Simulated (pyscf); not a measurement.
**Addition across a multiple bond or ene-type step: `[CH2]=[CH][CH]=[CH2]` + `[ClH]` → `[CH2]=[CH][CH2][CH2][Cl]`**

Gas phase, singlet surface, charge 0. Bonds broken: Cl11–H12. Bonds formed: C1–Cl11, C2–H12. Single points on ωB97X-D3(BJ)/def2-SVP structures (PySCF, gas phase).

Transition state (Å):

```xyz
12

C      0.4799     0.9670     0.2963
C     -0.0686    -0.3199     0.3868
C     -1.3299    -0.6785    -0.3220
C     -2.4008     0.1206    -0.3579
H      1.4616     1.1931     0.7184
H     -0.0142     1.7557    -0.2767
H      0.5978    -1.1256     0.7144
H     -1.3487    -1.6575    -0.8135
H     -2.4128     1.0722     0.1861
H     -3.3048    -0.1714    -0.8993
Cl    -0.6416     1.8662     2.3386
H     -0.4059     0.2898     1.4557
```

One imaginary mode, 1507i cm⁻¹; descent along it reached the two sides named.

```
bond      change  reactant side (Å)  saddle  product side
--------  ------  -----------------  ------  ------------
Cl11–H12  breaks              1.291   1.822           2.9
C1–Cl11    forms                3.5   2.498         1.787
C2–H12     forms              2.518   1.276         1.102
```

Electronic energies relative to the separated reactants (kJ/mol):

| level | barrier | reaction energy | reverse barrier |
|---|---|---|---|
| ωB97X-D3(BJ)/def2-TZVP | 179.7 | -81.0 | 260.7 |
| PBE/def2-TZVP | 155.6 | -61.5 | 217.1 |
| r²SCAN/def2-TZVP | 161.3 | -65.6 | 226.9 |
| B3LYP-D3(BJ)/def2-TZVP | 172.9 | -58.3 | 231.3 |
| PBE0-D3(BJ)/def2-TZVP | 163.0 | -78.9 | 242.0 |
| M06-2X/def2-TZVP | 181.3 | -72.5 | 253.8 |
| ωB97M-D3(BJ)/def2-TZVP | 181.2 | -68.2 | 249.4 |
| HF/def2-TZVP | 236.1 | -48.1 | 284.2 |

With ωB97M-D3(BJ)/def2-TZVP energies and thermal terms (ideal gas, 1 atm, RRHO with modes under 100 cm⁻¹ raised to 100, one conformer, R ln 2 for chiral ones without a mode under 150 cm⁻¹), in kJ/mol:

```
T (K)    ΔH‡    ΔG‡     ΔH      ΔG
-----  -----  -----  -----  ------
298    178.2  218.5  -51.4   -11.0
600    177.9  259.8  -52.9   +30.9
900    179.3  300.5  -51.7   +72.6
1200   181.2  340.6  -49.4  +113.6
```

One saddle was located; it need not be the lowest between these sides.
